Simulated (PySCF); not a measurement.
Compound: CH6OSi.
Geometry (PBE0-D3(BJ)/def2-SVP, Å), atoms numbered from 1 in this order:
```
atom  x, y, z in Å
C1    -1.1657   -0.1661   -0.0113
Si2    0.6916   -0.3983    0.0462
O3     1.5230    0.9639   -0.4481
H4    -1.6763   -1.1015    0.2696
H5    -1.4966    0.1138   -1.0234
H6    -1.4983    0.6181    0.6874
H7     1.1069   -1.4741   -0.8968
H8     1.0880   -0.7825    1.4410
H9     1.4581    1.7365    0.1197
```

Level of theory: core-valence-separated Tamm–Dancoff BHandHLYP/aug-pcX-1 (pcseg-1 on H, def2-SVPD on Si) in PySCF, non-relativistic, gas phase, PBE0-D3(BJ)/def2-SVP geometry. Absolute energies from this functional tend to lie a few eV below measured edges; no shift was applied.

(1) What does the O 1s absorption edge look like?

(2) Give energies, oscillator strengths and core holes at the C K edge.

Answers

(1) 
```json
{"E (eV)": "531.69", "f": "0.0172", "core hole on": "O3", "main final orbital": "LUMO (68 %)"}
{"E (eV)": "533.72", "f": "0.0255", "core hole on": "O3", "main final orbital": "LUMO+5 (35 %)"}
{"E (eV)": "534.10", "f": "0.0175", "core hole on": "O3", "main final orbital": "spread"}
{"E (eV)": "534.58", "f": "0.0147", "core hole on": "O3", "main final orbital": "LUMO+8 (41 %)"}
{"E (eV)": "534.93", "f": "0.0017", "core hole on": "O3", "main final orbital": "LUMO+2 (54 %)"}
{"E (eV)": "535.32", "f": "0.0011", "core hole on": "O3", "main final orbital": "spread"}
{"E (eV)": "535.43", "f": "0.0012", "core hole on": "O3", "main final orbital": "LUMO+3 (48 %)"}
```

The first line with a tenth or more of the strongest one's intensity is at 531.69 eV (f = 0.017), with the hole on O3 (silanol oxygen). The strongest listed is at 533.72 eV (f = 0.026; O3).

(2) 
```
E (eV)       f  core hole on  main final orbital
285.07  0.0044            C1         LUMO (52 %)
285.56  0.0174            C1       LUMO+1 (48 %)
285.93  0.0321            C1       LUMO+3 (45 %)
286.07  0.0162            C1              spread
286.79  0.0176            C1       LUMO+4 (60 %)
286.83  0.0138            C1              spread
287.21  0.0004            C1       LUMO+7 (59 %)
```

The first line with a tenth or more of the strongest one's intensity is at 285.07 eV (f = 0.004), with the hole on C1 (Si-methyl carbon). The strongest listed is at 285.93 eV (f = 0.032; C1).

Roots within 0.03 eV whose holes lie on the same, on equivalent or on shared atoms are summed into one line, and the highest roots are left out, as the search may have cut off their partners. Final orbitals are the ground state's empty Kohn–Sham orbitals.

Problem. What is the summed oscillator strength of the listed O K lines, and their intensity-weighted mean energy?

Solution. Σf = 0.079 over 7 lines from 531.69 to 535.43 eV; the weighted mean is 533.60 eV. The strongest line holds 32 % of the sum.

Only the lowest roots of each edge were sought.

One conformer stands for the species.
